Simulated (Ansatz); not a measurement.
A CCSD(T) single point on CH2, SMILES `[CH2]` (triplet).

```yaml
crystal:
  periodic: [false, false, false]
  atoms:
    - {symbol: C, position_ang: [0.164514, -0.210388, 0.069345]}
    - {symbol: H, position_ang: [0.556440, 0.743459, 0.386513]}
    - {symbol: H, position_ang: [-0.720954, -0.533072, -0.455858]}
basis:
  gaussian: {orbitals: def2-TZVPP}
magnetization: {spin_polarized: true, initial_magnetization: 2}
correlation: {method: ccsd_t}
scf: {omitted_lower_state_checks: [cluster_reference]}
output: {orbitals: {seedname: orbitals}}
```

```sh
$ ansatz run in.yaml --threads 2 --pin off --events-out ev --progress --plain --max-ram 32768MiB --backend cpu
```

Log, shortened:

```
Functional definition: HF
342 factors; integrals over basis functions are off by at most 1.2e-3 eV
mean field evaluation 1: about -1058.8825 eV, gradient 9.2e0 eV
mean field evaluation 2: about -1058.8837 eV, gradient 9.2e0 eV
mean field evaluation 4: about -1059.5593 eV, gradient 1.1e0 eV
mean field evaluation 8: about -1059.5784 eV, gradient 2.7e-4 eV
mean field -1059.57839444 eV, -38.9387877877 hartree, gradient 1.1e-6 eV, S^2 2.016800; 0 other end points of the search recorded, 0 dependent functions left out
1 core orbitals not correlated: weight in the atoms' cores, before any rotation towards them, 1.000 or more for the frozen orbitals, at most 0.000 for the correlated occupied ones
reference -1059.57839444 eV, -38.9387877877 hartree; 4, 2 occupied and 54, 56 virtual orbitals, 342 factors
second order -3.18826550 eV of doubles, -0.00000000 eV of singles
cycle   1  -3.57058702 eV  change   -3.8e-1 eV  update   3.8e-2
cycle   2  -3.69887600 eV  change   -1.3e-1 eV  update   1.5e-2
cycle   3  -3.70969998 eV  change   -1.1e-2 eV  update   5.2e-3
cycle   4  -3.71017616 eV  change   -4.8e-4 eV  update   1.5e-3
cycle   5  -3.71038753 eV  change   -2.1e-4 eV  update   4.9e-4
cycle   6  -3.71050319 eV  change   -1.2e-4 eV  update   1.8e-4
cycle   7  -3.71052256 eV  change   -1.9e-5 eV  update   5.8e-5
cycle   8  -3.71051871 eV  change    3.9e-6 eV  update   1.7e-5
cycle   9  -3.71051687 eV  change    1.8e-6 eV  update   5.0e-6
perturbative correction -0.09117051 eV, -0.0033504546 hartree
Total energy: -1063.38008182 eV, -39.0784972220 hartree
Checks for a lower state left out: cluster_reference
```

Hardware: 2 threads of an AMD EPYC 7R13 on a shared host. Wall time 1 s, peak host memory 0.19 GiB.

Correlation energy per correlated electron: -0.634 eV. T1 diagnostic: 0.0113.
